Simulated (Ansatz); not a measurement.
doublet C2H5O: levels of theory in one basis

```xyz
8

C     1.0238   -0.5914    0.0011
C     0.0007    0.5793    0.0285
O    -1.2745   -0.0204   -0.0157
H     0.1594    1.1854    0.8772
H     0.1384    1.2232   -0.8745
H     2.0129   -0.1524   -0.0268
H     0.8938   -1.2038    0.8842
H     0.8618   -1.2119   -0.9028
```

Basis set: cc-pVTZ (spherical functions). Frozen core: 3 orbitals. Correlation on ROHF uses semicanonical orbitals with singles. Charge 0, multiplicity 2.

Computed with Ansatz (development build ahead of 0.2.0); each method stands on the lowest determinant of its kind that the runs found.

```
  method  E − E(ROHF) (eV)  <S²> of the determinant
    ROHF              0.00                     0.75
     UHF             -0.15                     0.76
ROHF-MP2            -14.89                        –
 UHF-MP2            -14.88                     0.76
```

(1) Is a single determinant a sound starting point here?

## Answers

(1) By this sign, yes. Unrestricted orbitals gain 0.15 eV and <S²> is 0.76 against 0.75 for a pure state.
